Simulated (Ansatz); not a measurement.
**SiHO+ (triplet): the correlation ladder, def2-TZVPP**

One table from this session's results is given with a row withheld; the runs are named, their logs left out.

Method: def2-TZVPP, core rule «outside noble gas», up to 6 orbitals frozen; program: Ansatz 0.2.0, Gaussian basis.

To be run: UHF; ROHF; CCSD(T) on UHF.

2 further runs of the same task are left out: 2 set aside as unsound or not needed.

### The geometry

The geometry is a PBE0/def2-TZVP stationary point (not a proven minimum) of the parent state, kept for this charge and spin.

3 atoms, charge 1, spin multiplicity 3.

Atoms are counted from 1 here; the program's logs count them from 0.

Bond lengths: Si1–O2 1.650 Å, O2–H3 0.962 Å. Angles: Si1–O2–H3 118.7°.

Geometry (Å):

| atom | x (Å) | y (Å) | z (Å) |
| --- | --- | --- | --- |
| Si1 | 0.0000 | 0.0310 | 0.6323 |
| O2 | 0.0000 | -0.0988 | -1.0129 |
| H3 | 0.0000 | 0.7057 | -1.5397 |

Set-up of the first run:

in.yaml

```yaml
crystal:
  periodic: [false, false, false]
  atoms:
    - {symbol: Si, position_ang: [0.000000, 0.030957, 0.632254]}
    - {symbol: O, position_ang: [0.000000, -0.098798, -1.012863]}
    - {symbol: H, position_ang: [0.000000, 0.705682, -1.539731]}
basis:
  gaussian: {orbitals: def2-TZVPP}
total_charge: 1
magnetization: {spin_polarized: true, initial_magnetization: 2}
hamiltonian: {xc: hf}
output: {orbitals: {seedname: orbitals}}
```

Command:

```sh
$ ansatz run in.yaml --threads 1 --pin off --events-out ev --progress --plain --max-ram 4096MiB --backend cpu
```

Among the steps run: UHF; ROHF; CCSD(T) on UHF.

One of the session's tables, all rows but one given; the rest of the session is left out.

It belongs to the step «Misses and costs». 

| method | from UCCSD(T) (meV) |
| --- | --- |
| ROHF | +8427.1 |
| UHF | ? |
| UMP2 | +563.8 |
| UCCSD | +343.3 |
| UCCSD(T) | 0 |

Q: Estimate the row for UHF from the others.

**Answer.** from UCCSD(T) (meV): +8362.6. In the column «from UCCSD(T) (meV)» it lies between UMP2 (+563.8) and ROHF (+8427.1).
